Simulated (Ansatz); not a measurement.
# CHF₂N: basis-set convergence

How large a basis does CHF₂N need? Two functionals are run in growing sets.

Program: Ansatz 0.2.0, Gaussian basis. Level of theory: one geometry, several basis sets. These are calculated values, not measurements.

The runs, in order: PBE0-D4/def2-SVP; ωB97M-V/def2-SVP; PBE0-D4/def2-QZVPP; ωB97M-V/def2-QZVPP; the functionals' def2-TZVPP values are taken from earlier runs.

## (1) The geometry

An earlier PBE0-D4 in a triple-zeta def2 set relaxation fixed the geometry.

SMILES `N=C(F)F`, 5 atoms, charge 0, spin multiplicity 1.

Atoms are counted from 1 here; the program's logs count them from 0.

Bond lengths: N1–C2 1.236 Å, N1–H5 1.014 Å, C2–F3 1.304 Å, C2–F4 1.320 Å. Angles: C2–N1–H5 111.7°, N1–C2–F3 123.4°, N1–C2–F4 128.2°, F3–C2–F4 108.4°.

## (2) PBE0-D4 in def2-SVP

File in.yaml:

```yaml
crystal:
  periodic: [false, false, false]
  atoms:
    - {symbol: N, position_ang: [0.122851, 0.962903, 0.094492]}
    - {symbol: C, position_ang: [0.107069, -0.271631, 0.150555]}
    - {symbol: F, position_ang: [0.712126, -0.955930, 1.081528]}
    - {symbol: F, position_ang: [-0.488312, -1.118499, -0.668029]}
    - {symbol: H, position_ang: [-0.403834, 1.309557, -0.699946]}
basis:
  gaussian: {orbitals: def2-SVP}
hamiltonian: {xc: pbe0, dispersion: d4}
output: {orbitals: {seedname: orbitals}}
```

The run is started by

```console
$ ansatz run in.yaml --threads 2 --pin off --events-out ev --progress --plain --max-ram 4352MiB
```

After this run come: ωB97M-V in def2-SVP; PBE0-D4 in def2-QZVPP; ωB97M-V in def2-QZVPP.

**Question.** What will the summary of the whole plan be? Wanted: PBE0-D4: double and triple zeta above quadruple; ωB97M-V: double and triple zeta above quadruple.

As calculated:

| quantity | value |
| --- | --- |
| PBE0-D4: double and triple zeta above quadruple | 10.00, 0.41 eV |
| ωB97M-V: double and triple zeta above quadruple | 10.20, 0.39 eV |

For PBE0-D4 the step from double to triple zeta gains 9.59 eV and the next only 0.41 eV. Total energies overstate the basis error of differences, where much of it tends to cancel. The LUMO of ωB97M-V is positive and keeps falling with the basis (2.98 to 1.91 eV): an unbound level that the basis holds in place.
